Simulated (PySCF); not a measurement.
PySCF input (BP86/6-31G* (5d)):

```python
from pyscf import gto, dft

mol = gto.M(
    atom='''
    C     0.00475777    1.17087239   -0.20055261
    O     0.00676578    0.00281714    0.58815258
    C    -0.00924088   -1.17273907   -0.18916610
    H     0.01767393    2.02306383    0.47733101
    H     0.88820494    1.21755678   -0.85148048
    H    -0.89276548    1.22829401   -0.83104462
    H    -0.00646616   -2.01839712    0.49696657
    H    -0.90742261   -1.22555867   -0.81912250
    H     0.87354780   -1.23629589   -0.83955836
    ''',
    basis='6-31g*',
    charge=0,
    spin=0,
    verbose=4,
)

mf = dft.RKS(mol, xc='bp86')
mf.grids.level = 3
mf.conv_tol = 1e-9
mf.max_cycle = 100
mf.max_memory = 1500
mf.kernel()
if not mf.converged:
    mf = mf.newton()
    mf.kernel(mf.make_rdm1())
mf.dip_moment()
```

Q: Predict the final energy.

A: -155.01428 Eh.
